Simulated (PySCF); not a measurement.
Rock-salt LiF: correlation energy from several methods in one and the same small orbital space (PySCF; 2 atoms at the zone centre, 8 electrons in 17 orbitals, empty ones MP2 natural orbitals of a TZ basis, lattice constant set to 3.90541 Å). Its volume lies 9 % below that of the crystal's usual cell. It tests the methods against each other and lies far from the crystal's limit.

Full CI gives -2.8592 eV per atom.

Problem. What share of it do MP2, CCSD, CCSD(T), CCSDT, CCSDT(Q), CCSDTQ recover?

Solution. MP2 92.7 %; CCSD 99.3 %; CCSD(T) 99.8 %; CCSDT 99.9 %; CCSDT(Q) 100.0 %; CCSDTQ 100.0 %.

| method | E_corr (eV per atom) | share of full CI (%) | error (meV) |
|---|---|---|---|
| MP2 | -2.6506 | 92.7 | 209 |
| CCSD | -2.8387 | 99.3 | 20 |
| CCSD(T) | -2.8532 | 99.8 | 6 |
| CCSDT | -2.8549 | 99.9 | 4 |
| CCSDT(Q) | -2.8592 | 100.0 | 0 |
| CCSDTQ | -2.8591 | 100.0 | 0 |
| full CI | -2.8592 | 100.0 | 0 |

The Hartree–Fock determinant has a weight of 0.96 in the full CI state.

MP2, (T) and (Q) use filled levels shifted down by the Madelung term, which in so small a cell is a large part of the gap, so these rows hang on it.
